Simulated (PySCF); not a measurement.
# ClH3NO: the cost of one run

Computed with PySCF 2.14.0; each step states its level. No surroundings beyond the atoms listed, unless a continuum is named. Atoms count from 0, parts from 1.

## 1. Starting point

6 atoms, charge -1, multiplicity 1; geometry: GFN2-xTB. Parts: 1 = atoms 0–4, `NO`, charge 0; 2 = atom 5, `[Cl-]`, charge -1.

## 2. Relaxing the molecule at PBE0-D3(BJ)/def2-TZVPD

The job: settings as JSON, then the geometry in Å.

```
{"job": {"xc": "PBE0", "basis": "def2-TZVPD", "d3": "d3bj", "grid": 3, "kind": "geom", "shake": 0.01}, "charge": -1, "multiplicity": 1, "parts": [{"atoms": "0-4", "charge": 0, "multiplicity": 1}, {"atoms": "5-5", "charge": -1, "multiplicity": 1}]}
O      0.766170     0.006633    -0.042124
N     -0.551096    -0.379416     0.396138
H      0.569477     0.847840    -0.597146
H     -1.068588    -0.509719    -0.453322
H     -0.956986     0.439895     0.840430
Cl    -0.555239     2.333850    -1.445667
```

On the command line:

```bash
$ OMP_NUM_THREADS=1 python cluster_run.py task.json out
```

This one command runs all jobs of the session in turn.

Q: Estimate the wall time and peak memory of this first job on 1 thread of Arm Neoverse N1, shared host.

About 49 s, with a peak of 0.58 GiB.
